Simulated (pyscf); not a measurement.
PySCF, gas phase, ωB97X-D3(BJ)/def2-SVP geometries.

Task: H₃C–In=S + hydrogen (H₂) → H₃C–InH–SH
Surface: singlet. Broken: H–H. Formed: H–In, H–S. Give ΔE‡ and ΔE from ωB97X-D3(BJ)/def2-TZVP, relative to the separated reactants.

Result: ΔE‡ = 31.8 kcal/mol, ΔE = -19.4 kcal/mol. ωB97M-D3(BJ)/def2-TZVP gives 31.0 kcal/mol and -19.3 kcal/mol. Zero-point energy shifts the barrier by +0.4 kcal/mol. It is an addition across a multiple bond or ene-type step, with an imaginary mode of 1733i cm⁻¹. At the saddle there is also a short H–In contact that neither side keeps. This is the saddle that the search found; another between the same sides may lie lower. Elements past Kr carry the def2 core potentials, without spin-orbit coupling.
